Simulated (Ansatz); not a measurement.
Basis-set extrapolation for `F[C+](F)F` (PBE0-D4/def2-TZVP geometry, frozen core, Ansatz). Multiplicity 1, RHF reference.

```
                      def2-TZVPP   def2-QZVPP
                 HF  -335.962914  -335.978231
    MP2 correlation    -0.869862    -0.948299
CCSD(T) correlation    -0.899021      not run
```

Energies in hartree. Use E(X) = E(∞) + A·exp(−7.88·√X) for Hartree–Fock and E(X) = E(∞) + B·X^(−2.97) for correlation, with X = 3 and 4, and add CCSD(T) minus MP2 of the smaller set to the MP2 limit.

Task: What is the CCSD(T) energy at the basis-set limit?

Result: HF limit: -335.978231 + (-0.015317) × 0.13774 = -335.98034. MP2 limit: -0.948299 + (-0.078437) × 0.74074 = -1.00640. Higher-order term: -0.899021 − (-0.869862) = -0.02916. Total: -337.01590 hartree, 404.2 kJ/mol below CCSD(T)/def2-TZVPP.
